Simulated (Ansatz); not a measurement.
```yaml
crystal:
  periodic: [false, false, false]
  atoms:
    - {symbol: N, position_ang: [-1.036793, -0.033643, -0.002367]}
    - {symbol: S, position_ang: [0.504416, -0.009525, 0.001074]}
    - {symbol: H, position_ang: [-1.639027, 0.770531, -0.001278]}
basis:
  gaussian: {orbitals: def2-TZVP}
magnetization: {spin_polarized: true, initial_magnetization: 2}
hamiltonian: {xc: pbe0}
relax: {f_tol: 0.004, max_steps: 80}
```

```sh
$ ansatz run in.yaml --threads 1 --pin off --events-out ev --progress --plain --max-ram 2176MiB
```

Steps of the relaxation (energy above the last step; positions in Å, forces in eV/Å):

```
3
step 1, 2.0 meV
N    -1.037   -0.034   -0.002    0.311   -0.271    0.000
S     0.504   -0.010    0.001   -0.044   -0.025    0.000
H    -1.639    0.771   -0.001   -0.267    0.296    0.000
```

```
3
step 2, 0.3 meV
N    -1.035   -0.035   -0.002    0.103   -0.044    0.000
S     0.506   -0.011    0.001   -0.026   -0.017    0.000
H    -1.643    0.773   -0.001   -0.077    0.061    0.000
```

```
3
step 3, 0.1 meV
N    -1.033   -0.035   -0.002    0.024    0.028    0.000
S     0.507   -0.011    0.001   -0.014   -0.012    0.000
H    -1.645    0.774   -0.001   -0.010   -0.016    0.000
```

```
3
step 5, 0.0 meV
N    -1.031   -0.032   -0.002   -0.002    0.000    0.000
S     0.508   -0.013    0.001    0.002    0.000    0.000
H    -1.648    0.772   -0.001    0.000    0.000    0.000
```

Close pairs at the end: N1–H3 1.013 Å, N1–S2 1.540 Å.

A stationary point of unrestricted PBE0 after 5 steps, with ⟨S²⟩ = 2.012 against 2.00 for a pure state; no frequencies were run, so it isn't proven a minimum. 13 s on 1 thread of AMD EPYC 7R43, shared host.
